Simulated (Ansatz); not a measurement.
Compare A (`OC/C=C/Cl`) with its isomer B (`C/C=C(\O)Cl`).

Calculated with Ansatz (gas phase, PBE0-D4/def2-TZVP geometries, no zero-point term in ΔE). CCSD(T)/CBS adds triple-zeta CCSD(T) − MP2 to the extrapolated MP2 energy (def2 sets, frozen cores). Double bonds are as drawn, so ΔE can hold a change between cis and trans. Functionals use def2-TZVPP. B3LYP here is the variant with VWN-RPA as its local correlation; programs differ in this. Each species was taken in one conformer, which may not be the lowest.

Q: Which is lower in electronic energy at CCSD(T)/CBS, and by how much? (An estimate is asked.)

A: The calculation gave: B, by 6.5 kcal/mol.

Q: Give E(B) − E(A) in kcal/mol with CCSD(T)/def2-TZVPP, B3LYP-D4, CCSD/def2-TZVPP, ωB97M-V, r2SCAN-D4, PBE0-D4, B3LYP. (Best estimate.)

A: Computed: CCSD(T)/def2-TZVPP -6.3, B3LYP-D4 -7.2, CCSD/def2-TZVPP -5.8, ωB97M-V -7.5, r2SCAN-D4 -8.8, PBE0-D4 -8.2, B3LYP -6.8. None reverses the order clearly.

Largest T1 diagnostic: 0.011.

In def2-TZVPP, CCSD(T) changes the Hartree–Fock value by −1.8 kcal/mol (the triples alone add −0.4 kcal/mol) and MP2 by −2.7 kcal/mol.
